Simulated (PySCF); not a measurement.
# SClO2F (sulfuryl chloride fluoride): HF/6-31G(d) (spherical functions, preoptimised minimum)

We compute an optimisation with harmonic vibrations of SClO2F (sulfuryl chloride fluoride). The job is set up through a Python script.

The calculation is run with PySCF 2.14.0.

2 further runs of the same task are left out: 1 for a faulty analytic Hessian, 1 set aside as unsound or not needed.

## 1. The molecule

The species is SClO2F (5 atoms), meant as a singlet with charge 0. SMILES: `O=S(=O)(F)Cl`. The shape is that of a GFN2-xTB symmetrised optimisation. The run starts from this shape.

Bond lengths: O1–S2 1.409 Å, S2–O3 1.410 Å, S2–F4 1.624 Å, S2–Cl5 2.019 Å. Angles: O1–S2–O3 122.9°, O1–S2–F4 106.9°, O1–S2–Cl5 109.9°, O3–S2–F4 106.9°, O3–S2–Cl5 109.8°, F4–S2–Cl5 97.1°.

## 2. An optimisation with harmonic vibrations at HF/6-31G(d) (spherical functions, preoptimised minimum)

Contents of run.py:

```python
from pyscf import gto, symm
from pyscf.hessian import thermo
from pyscf.geomopt.geometric_solver import kernel as optimise

molecule = gto.Mole()
molecule.atom = '''
O       -0.103029      -0.430858       1.596933
S        0.119808      -0.394507       0.206517
O        1.173041      -1.092788      -0.419807
F       -1.257392      -0.878277      -0.506103
Cl       0.082568       1.515053      -0.446793
'''
molecule.max_memory = 1860
molecule.verbose = 3
molecule.basis = '6-31g*'
molecule.charge = 0
molecule.build()

mf = molecule.RHF()
mf.conv_tol = 1e-10
converged, mol_eq = optimise(mf, maxsteps=80)
print('converged:', converged)
print(mol_eq.tostring())

mf.reset(mol_eq)
molecule = mol_eq
mf.kernel()
etot = mf.e_tot
print('E = %.10f Eh' % etot)
hess = mf.Hessian().kernel()
modes = thermo.harmonic_analysis(molecule, hess)
thermo.dump_normal_mode(molecule, modes)
symm.geom.TOLERANCE = 1e-3  # for the symmetry number
th = thermo.thermo(mf, modes['freq_au'], 298.15, 101325)
thermo.dump_thermo(molecule, th)
```

Started as:

```bash
$ OMP_NUM_THREADS=1 python run.py
```

The program printed:

```text
maxiter                   80
[... 26 lines left out ...]
> Will converge when all 5 criteria are reached:
[... 18 lines left out ...]
converged SCF energy = -1106.03997299025
[... 20 lines left out ...]
converged SCF energy = -1106.04474826782
[... 41 lines left out ...]
converged SCF energy = -1106.04526832294
[... 41 lines left out ...]
converged SCF energy = -1106.04527260722
[... 32 lines left out ...]
Converged! =D
[... 7 lines left out ...]
converged SCF energy = -1106.0452726125
[... 51 lines left out ...]
Gibbs free energy [Eh] -1106.05851
```

Wall time 1.9 min (1 thread of Arm Neoverse V1, shared host); peak memory 0.16 GiB.

## 3. What came out

Level: HF/6-31G* (spherical functions, preoptimised minimum).

| quantity | value |
| --- | --- |
| total energy | -1106.04527 Eh |
| dipole moment | 1.91 D |
| HOMO energy | -13.97 eV |
| LUMO energy | 2.39 eV |
| HOMO–LUMO gap | 16.36 eV |
| lowest harmonic wavenumber | 318 cm⁻¹ |
| highest harmonic wavenumber | 1577 cm⁻¹ |
| zero-point energy | 40.4 kJ/mol |
| ideal-gas entropy at 298.15 K (symmetry number 1 as used) | 71.6 cal/(mol K) |

**Reading.** At the final geometry: Bond lengths: O1–S2 1.403 Å, S2–O3 1.403 Å, S2–F4 1.545 Å, S2–Cl5 1.976 Å. Angles: O1–S2–O3 123.6°, O1–S2–F4 107.1°, O1–S2–Cl5 109.1°, O3–S2–F4 107.1°, O3–S2–Cl5 109.1°, F4–S2–Cl5 97.6°. All 9 modes are real, so the shape is a minimum at this level. Mulliken charges run from -0.58 on O1 to +1.68 on S2.
